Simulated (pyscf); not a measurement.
This saddle point was located with ωB97X-D3(BJ)/def2-SVP in PySCF.

```
O
B 1 1.3568
H 2 1.2075 1 118.58
H 2 1.2075 3 123.82 1 180.00
B 1 1.5305 2 137.47 3 0.09
H 5 1.2064 1 113.19 2 71.89
H 5 1.2064 6 122.13 1 140.76
H 1 1.2604 2 147.12 3 179.57
F 8 1.1231 1 124.98 2 -179.60
```
Charge 0, spin multiplicity 1.

Surface: singlet, charge 0. Lowest wavenumbers (cm⁻¹): 964i, 104, 222, 343, 611.

### Question
Name the species on either side of this saddle.

### Answer
H₂B–O–BH₂ + HF ⇌ H₂B–F + H₂B–OH, a four-centre exchange read from left to right: B–O, F–H broken and B–F, H–O formed. At CCSD(T)/def2-TZVPP + ΔMP2(QZVPP) it lies +9.3 kcal/mol from the left side and +16.9 kcal/mol from the right (each side as separated species at their lowest minima found). On the product side the descent ends in a complex, 5.8 kcal/mol under the separated species and 21.9 kcal/mol under the saddle at ωB97X-D3(BJ)/def2-TZVP. This is the saddle that the search found; another between the same sides may lie lower. The CCSD(T) − MP2 part came from Ansatz, without density fitting, on the same reference.
